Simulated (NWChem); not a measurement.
# One shape, several levels: [NO2]− (SMILES O=N[O-])

Aim: a comparison of 6 runs (HF/def2-SVP, M06-2X/cc-pVDZ, PBE/def2-TZVPPD, B3LYP/6-31G*, PBE0/def2-TZVP, MP2/def2-SVPD) of [NO2]−. 

The results are computed with NWChem 7.3.0.

**1. The structure to begin with**

The species is [NO2]− (3 atoms), meant as a singlet with charge -1. As SMILES, `O=N[O-]`. Geometry: relaxed at PBE0-D4/def2-TZVPD.

Bond lengths: O1–N2 1.245 Å, N2–O3 1.245 Å. Angles: O1–N2–O3 116.8°.

**2. Energy and gradient at HF/def2-SVP (run 1)**

The input, no2.nw:

```
echo
start no2
memory stack 880 mb heap 220 mb global 1100 mb
charge -1

geometry units angstrom noautosym nocenter noautoz
   O      0.322840     0.992650     0.287620
   N      0.325750    -0.245400     0.151990
   O     -0.648590    -0.747260    -0.439610
end

basis "ao basis" spherical bse
   * library def2-SVP
end

scf
   thresh 1e-08
   maxiter 80
   print medium
end

task scf gradient
```

Run with:

```
$ nwchem no2.nw > no2.out
```

Log:

```text
[...]
  functions       =    42
[...]
  wavefunction    = RHF
[...]
         Total SCF energy =   -203.899771892880
      One-electron energy =   -413.894268935521
      Two-electron energy =    146.442028738494
 Nuclear repulsion energy =     63.552468304147
        Time for solution =      0.8s
[...]
                         RHF ENERGY GRADIENTS
    atom               coordinates                        gradient
                 x          y          z           x          y          z
   1 O       0.610079   1.875837   0.543523    0.000144   0.046256   0.005206
   2 N       0.615578  -0.463739   0.287219    0.036162  -0.027235   0.016874
   3 O      -1.225657  -1.412117  -0.830742   -0.036306  -0.019021  -0.022080
[...]
```

Run time: 1.8 s. Hardware: 1 thread of Intel Xeon Platinum 8488C (Sapphire Rapids), shared host; peak memory 0.1 GiB.

**3. Energy and forces at M06-2X/cc-pVDZ (run 2)**

The input, calc.nw:

```
start calc
memory total 2200 mb
charge -1
geometry noautosym nocenter noautoz
O      0.322840     0.992650     0.287620
N      0.325750    -0.245400     0.151990
O     -0.648590    -0.747260    -0.439610
end
basis spherical bse
* library cc-pVDZ
end
dft
xc m06-2x
grid xfine
convergence energy 1e-08
maxiter 100
mulliken
print low
end
task dft gradient
```

Run with:

```
$ nwchem calc.nw > calc.out
```

Log:

```text
[...]
 d= 0,ls=0.0,diis     1   -204.8457736188 -2.68D+02  3.36D-02  2.02D+00     0.7
[...]
 d= 0,ls=0.0,diis     8   -205.0596257029 -1.19D-10  2.25D-06  3.32D-08     5.2
         Total DFT energy =     -205.059625702915
      One electron energy =     -414.663121961912
           Coulomb energy =      170.318212939844
    Exchange-Corr. energy =      -24.267184984994
 Nuclear repulsion energy =       63.552468304147
[...]
      Total Density - Mulliken Population Analysis
     ---------------------------------------------
    Atom       Charge   Shell Charges
 -----------   ------   -------------------------------------------------------
    1 O    8     8.49   2.00  0.84  0.97  2.79  1.87  0.02
    2 N    7     7.01   2.00  0.84  0.85  2.19  1.01  0.12
    3 O    8     8.49   2.00  0.84  0.97  2.79  1.87  0.02
[...]
                         DFT ENERGY GRADIENTS
    atom               coordinates                        gradient
                 x          y          z           x          y          z
   1 O       0.610079   1.875837   0.543523    0.002788  -0.010528   0.000367
   2 N       0.615578  -0.463739   0.287219   -0.012199   0.009191  -0.005692
   3 O      -1.225657  -1.412117  -0.830742    0.009411   0.001337   0.005325
 Task  times  cpu:        6.8s     wall:        6.8s
 Total times  cpu:        6.8s     wall:        6.8s
```

It took 7.5 s on 1 thread of Intel Xeon Platinum 8488C (Sapphire Rapids), shared host; peak memory 0.12 GiB.

**4. Energy and gradient at PBE/def2-TZVPPD (run 3)**

The input, test.nw:

```
start test
title "nitrite"
memory stack 880 mb heap 220 mb global 1100 mb
charge -1

geometry noautosym nocenter noautoz
   O        0.322840       0.992650       0.287620
   N        0.325750      -0.245400       0.151990
   O       -0.648590      -0.747260      -0.439610
end

basis spherical bse
   * library def2-TZVPPD
end

dft
   xc xpbe96 cpbe96
   grid fine
   convergence energy 1e-08
   maxiter 100
   mulliken
   print low
end

task dft gradient
```

Run with:

```
$ nwchem test.nw > test.out
```

Log:

```text
[...]
 d= 0,ls=0.0,diis     1   -204.6668481292 -2.68D+02  1.85D-01  4.39D+00     1.8
[...]
 d= 0,ls=0.0,diis    11   -205.0541116526 -3.92D-10  1.21D-06  1.40D-09    16.8
         Total DFT energy =     -205.054111652554
      One electron energy =     -413.573333445408
           Coulomb energy =      168.967326285920
    Exchange-Corr. energy =      -24.000572797212
 Nuclear repulsion energy =       63.552468304147
[...]
      Total Density - Mulliken Population Analysis
     ---------------------------------------------
    Atom       Charge   Shell Charges
 -----------   ------   -------------------------------------------------------
    1 O    8     8.42   0.79  1.18  0.61  0.93  0.40 -0.07  1.86  1.77  0.81  0.10  0.00  0.03  0.01  0.00
    2 N    7     7.15   0.82  1.15  0.62  0.81  0.03  0.57  1.41  1.27  0.31  0.02  0.14 -0.01  0.01
    3 O    8     8.42   0.79  1.18  0.61  0.93  0.40 -0.07  1.86  1.77  0.81  0.10  0.00  0.03  0.01  0.00
[...]
                         DFT ENERGY GRADIENTS
    atom               coordinates                        gradient
                 x          y          z           x          y          z
   1 O       0.610079   1.875837   0.543523   -0.001639  -0.027280  -0.003926
   2 N       0.615578  -0.463739   0.287219   -0.019130   0.014418  -0.008925
   3 O      -1.225657  -1.412117  -0.830742    0.020769   0.012862   0.012851
 Task  times  cpu:       23.4s     wall:       23.4s
 Total times  cpu:       23.4s     wall:       23.4s
```

It took 24 s on 1 thread of Intel Xeon Platinum 8488C (Sapphire Rapids), shared host; peak memory 0.12 GiB.

Runs 4 to 5 aren't shown in full; the table further down has their settings and results.

**5. Energy and gradient at MP2/def2-SVPD (run 6)**

The input, calc.nw:

```
start calc
memory stack 880 mb heap 220 mb global 1100 mb
charge -1
geometry noautosym nocenter noautoz
  O     0.322840    0.992650    0.287620
  N     0.325750   -0.245400    0.151990
  O    -0.648590   -0.747260   -0.439610
end
basis spherical bse
  * library def2-SVPD
end
scf
  thresh 1e-08
  maxiter 80
  print low
end
mp2
  freeze core 3
  tight
end
task mp2 gradient
```

Run with:

```
$ nwchem calc.nw > calc.out
```

Log:

```text
[...]
  functions       =    66
[...]
  wavefunction    = RHF
[...]
         Total SCF energy =   -203.934049978316
      One-electron energy =   -413.091180026023
      Two-electron energy =    145.604661743560
 Nuclear repulsion energy =     63.552468304147
        Time for solution =      2.9s
[...]
          Total MP2 energy          -204.506942641060
[...]
                         mp2 ENERGY GRADIENTS
    atom               coordinates                        gradient
                 x          y          z           x          y          z
   1 O       0.610079   1.875837   0.543523    0.000607  -0.026574  -0.002612
   2 N       0.615578  -0.463739   0.287219   -0.021737   0.016383  -0.010141
   3 O      -1.225657  -1.412117  -0.830742    0.021130   0.010191   0.012753
[...]
```

Run time: 8.4 s. Hardware: 1 thread of Intel Xeon Platinum 8488C (Sapphire Rapids), shared host; peak memory 0.16 GiB.

**6. All runs side by side**

```csv
run,level,iteration cap,module,energy (Eh),largest force (eV/Å),wall time
1,HF/def2-SVP,80,scf,-203.899772,2.484,1.8 s
2,M06-2X/cc-pVDZ,100,dft,-205.059626,0.838,7.5 s
3,PBE/def2-TZVPPD,100,dft,-205.054112,1.420,24 s
4,B3LYP/6-31G* (Cartesian functions),100,dft,-205.118697,2.064,6.9 s
5,PBE0/def2-TZVP,100,dft,-205.017730,0.279,12 s
6,MP2/def2-SVPD,80,mp2,-204.506943,1.494,8.4 s
```

**7. Results**

```
                                          quantity          value
                               run 6: total energy  -204.50694 Eh
run 6: correlation energy (3 core orbitals frozen)     -572.9 mEh
                   run 6: largest force on an atom     1.494 eV/Å
```

Over runs 1, 4, 5 the HOMO–LUMO gap runs from 5.18 eV (B3LYP/6-31G*) to 14.79 eV (HF/def2-SVP). The two ends differ in method and basis. The empty levels of an anion lie above zero and hang on the basis. Totals of different functionals can't be ranked against each other. In runs 4, 5 the HOMO lies above zero, from self-interaction, a short basis or an electron that isn't bound. All runs together took 61 s, the longest 24 s.
